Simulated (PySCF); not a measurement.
**Magnetic susceptibility: SMILES C#CP(=C)(C)C, C₅H₉P**

Geometry (Å), atoms numbered from 1 in this order:
```xyz
15

C     2.4523   -0.4179    1.2640
C     1.4396   -0.1902    0.6581
P    -0.0011    0.2505   -0.2597
C     0.3443    1.6880   -1.1002
C    -0.5049   -1.4691   -0.8388
C    -1.2718    0.5761    1.0074
H     3.3339   -0.6289    1.7969
H    -0.5576    2.0948   -1.5547
H     1.1335    1.5464   -1.8351
H    -1.4548   -1.3932   -1.3694
H     0.2518   -1.8358   -1.5321
H    -0.6008   -2.1695   -0.0118
H    -1.3343   -0.2501    1.7136
H    -0.9991    1.4952    1.5222
H    -2.2354    0.7118    0.5177
```

Method: PySCF 2.14.0, GIAO B97-2/pcSseg-1 magnetisability, rotational g tensor and spin-rotation constants, non-relativistic, gas phase. Geometry: GFN2-xTB.

(1) How diamagnetic is it, and how anisotropic?

(2) Split it along the inertial axes a, b, c into diamagnetic and paramagnetic parts about the centre of mass, with the quadrupole moment.

(3) And the rotational g tensor?

Answers

(1) Isotropic -1222 × 10⁻³⁰ J/T², or -73.6 × 10⁻⁶ cm³/mol; principal values -1259, -1245, -1163 × 10⁻³⁰ J/T², anisotropy 89 × 10⁻³⁰ J/T² (root of half the summed squared differences of the principal values). The susceptibility is in cgs units.

(2) 
| axis | χ (10⁻⁶ cm³/mol) | diamagnetic (10⁻⁶ cm³/mol) | paramagnetic (10⁻⁶ cm³/mol) | summed x² of all electrons (Å²) | quadrupole Θ (D Å) |
| --- | --- | --- | --- | --- | --- |
| a | -74.7 | -480.9 | 406.2 | 98.7 | +10.55 |
| b | -75.8 | -631.3 | 555.5 | 63.2 | -10.83 |
| c | -70.4 | -687.1 | 616.7 | 50.1 | +0.28 |

Anisotropies 2χaa − χbb − χcc = -3.2 and 2χbb − χaa − χcc = -6.5 × 10⁻⁶ cm³/mol. Θ is traceless in Buckingham's convention.

(3) 
```
axis  rotational constant (GHz)        g  nuclear part  electronic part
   a                     3.4088  -0.0166        0.6339          -0.6505
   b                     2.2970  +0.0036        0.6031          -0.5995
   c                     2.0899  -0.0084        0.5970          -0.6055
```
Asymmetric top; isotopes 12C, 1H, 31P; no vibrational averaging.
